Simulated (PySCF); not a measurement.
## Ionising AlCl

PBE0; Al def2-TZVPPD, Cl def2-TZVPPD; no relativity (PySCF 2.14). Neutral (UKS): singlet (closed shell), Re = 2.147 Å, ωe = 472 cm⁻¹, De = 5.16 eV, HOMO -7.03 eV, LUMO -1.69 eV.

AlCl⁺ (UKS): doublet (σ ↑), Re = 2.024 Å, ωe = 599 cm⁻¹, De = 2.13 eV to Al⁺ + Cl. The energies at the minima are -702.43678 hartree for AlCl and -702.10192 for AlCl⁺.

(1) Work out the adiabatic ionisation energy, without and with harmonic zero-point energies (1 hartree = 27.2114 eV, 1 eV = 8065.5 cm⁻¹), and the change of the bond length.

AlCl⁻ (UKS): doublet (π ↑), Re = 2.304 Å, ωe = 329 cm⁻¹, De = 1.72 eV to Al + Cl⁻. The energies at the minima are -702.43678 hartree for AlCl and -702.44174 for AlCl⁻.

(2) Work out the adiabatic electron affinity, without and with harmonic zero-point energies (1 hartree = 27.2114 eV, 1 eV = 8065.5 cm⁻¹), and the change of the bond length.

For an ion De counts to the pair picked by the measured ionisation energies or electron affinities, which need not be the lowest pair at this level. The highest Kohn–Sham level is positive in this anion. Much of that is self-interaction error, but it also means that the finite basis helps to hold the extra electron. States were picked by a PBE0 search and need not be the measured ground states.

## Answers

(1) At PBE0: 0.33486 hartree = 9.112 eV between the minima; the zero-point term (599.0 − 472.0)/2 cm⁻¹ = +0.008 eV makes it 9.120 eV. Re changes by -12.3 pm against the neutral. Minus the HOMO energy is 7.03 eV, -2.08 eV from the value between the minima; self-interaction puts the Kohn–Sham level too high, less so with exact exchange. The electron leaves a σ orbital, and the shorter bond of the ion fits an antibonding orbital, or a change in how ionic the bond is.

(2) At PBE0: 0.00496 hartree = 0.135 eV between the minima; the zero-point term (472.0 − 329.0)/2 cm⁻¹ = +0.009 eV makes it 0.144 eV. Re changes by +15.7 pm against the neutral. The electron enters a π orbital, and the longer bond of the ion fits an antibonding orbital, or a change in how ionic the bond is.
